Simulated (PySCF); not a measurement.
A made-up structure of CH$_{3}$NSi, singlet:

```tsv
atom	x (Å)	y (Å)	z (Å)
C1	-0.4346	-0.9521	-0.1128
N2	0.7673	-0.9619	0.3078
Si3	0.1757	0.7127	0.0316
H4	-1.1033	-1.7905	-0.3118
H5	1.5181	-1.6404	0.4356
H6	-0.1088	1.5460	1.2158
```

It is relaxed with PBE-D4/def2-SVP and then PBE0-D4/def2-TZVP (PySCF 2.14 with density fitting (its default auxiliary sets; JK sets also for MP2 and CCSD(T))). Atoms count as bonded within 1.22 times the sum of their covalent radii (H–H: 0.88 Å). The end point is not checked to be a true minimum.

(1) Does its bonding change? (A judgement: the text doesn't fix the answer.)

Answers

(1) By the calculation: No: no bond forms or breaks.

Where it ends: The first stage lowers the energy by 1.06 eV in 14 steps. It ends as CH₃NSi ([CH]1[NH][SiH]1):
```tsv
atom	x (Å)	y (Å)	z (Å)
C1	-0.3580	-0.9087	-0.0804
N2	0.8755	-0.8793	0.2055
Si3	0.1651	0.9191	-0.2293
H4	-0.9987	-1.7914	-0.0714
H5	1.4441	-1.6534	0.5343
H6	-0.3012	1.2298	1.2012
```

Labels in which every atom is bracketed show which atoms are joined, not bond orders.

For scale, one of the runs: PBE0-D4/def2-TZVP relaxation, 117 basis functions, launched by `OMP_NUM_THREADS=2 python run.py`. The run took 52 s on 2 CPU threads of an Arm Neoverse V1 (shared host), with 1.1 GiB of host memory at its peak.
